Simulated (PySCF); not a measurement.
# Which determinant of PF lies lowest?

Unrestricted PBE0; PySCF, no relativity, basis sets P def2-TZVPPD, F def2-TZVPPD. Outer shells of the fragments: P 3s2 3p3; F 2s2 2p5.

Followed along the bond (rough minima from three points):

| 2Ms+1 | unpaired | ⟨S²⟩ at the start | R at minimum (Å) | Te (eV) |
| --- | --- | --- | --- | --- |
| 3 | π ↑↑ | 2.01 | 1.60 | 0.00 |
| 1 | π ↑↓ | 1.02 | 1.60 | 0.31 |
| 1 | none | 0.00 | 1.59 | 1.49 |
| 5 | σ ↑↑, π ↑↑ | 6.00 | none in the scan | ≤ 6.53 |

Solutions found at the starting distance of 1.680 Å, counted from the lowest of them; the search is not exhaustive and high or unbound solutions are not listed, so other states can lie among these:

```
2Ms+1    unpaired   term  E (eV)  ⟨S²⟩  ⟨Lz²⟩  μ (D)
    3        π ↑↑    ³Σ⁻    0.00  2.01   0.00  -1.27
    1        π ↑↓  mixed    0.31  1.02   2.04  -1.24
    1        none  mixed    1.51  0.00   2.01  -1.07
    3    σ ↑, π ↑     ³Π    3.60  2.01   1.01  -0.80
    1    σ ↓, π ↑  mixed    3.95  1.01   1.02  -0.79
    3    σ ↑, π ↑     ³Π    6.19  2.01   1.01  -0.50
    5  σ ↑↑, π ↑↑    ⁵Σ⁻    6.84  6.00   0.00  -0.50
    1    σ ↓, π ↑  mixed    6.97  1.02   1.01   0.01
    3        π ↑↑  mixed    7.97  2.01   2.02   2.79
    5  σ ↑, π ↑↑↑     ⁵Π    8.93  6.00   1.01   2.75
```

A term symbol is given only where ⟨S²⟩ and ⟨Lz²⟩ are close to those of a pure state; real π, δ and φ orbitals otherwise mix terms. A positive dipole means P(−)F(+).

Counting both spins, an empty level lies below a filled one in some of these solutions, because spin and occupation are held.
